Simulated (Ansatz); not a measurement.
**singlet SF(-): levels of theory in one basis**

```xyz
2

S     0.0000    0.0000   -0.9413
F     0.0000    0.0000    0.9413
```

Basis set: def2-SVP (spherical functions). Left uncorrelated: 6 orbitals. Charge -1, multiplicity 1.

Computed with Ansatz (development build ahead of 0.2.0); each method stands on the lowest determinant of its kind that the runs found.

```json
{"method": "RHF", "E − E(RHF) (eV)": "0.00", "<S²> of the determinant": "–"}
{"method": "RHF-CCSD(T)", "E − E(RHF) (eV)": "-9.06", "<S²> of the determinant": "–"}
```

**Question.** What does RHF-MP2 give on the same scale?

**Answer.** -8.40 eV.

Caution: no diffuse functions for an anion.
